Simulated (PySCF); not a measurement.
# N2: the cost of one run

The runs use PySCF 2.14.0, with density-fitted response routines of our own; the level of theory stands in each step. All values are computed, except where a source is named. Atoms count from 0, in the outputs and in this text.

## (1) The molecule as given

2 atoms, charge 0, multiplicity 1; geometry from: GFN2-xTB.

Bonds of the start (Å): N0–N1 1.10.

## (2) Relaxing the molecule at PBE0-D3(BJ)/def2-TZVP

Job settings and geometry (Å):

```
{"job": {"xc": "PBE0", "basis": "def2-TZVP", "d3": "d3bj", "grid": 2, "kind": "geom"}, "charge": 0, "multiplicity": 1}
N      0.000000     0.000000     0.000000
N      0.000000     0.000000     1.098200
```

Q: Estimate the wall time of this first job on 2 threads of Intel Xeon at 2.70GHz, shared host.

About 2.8 s.
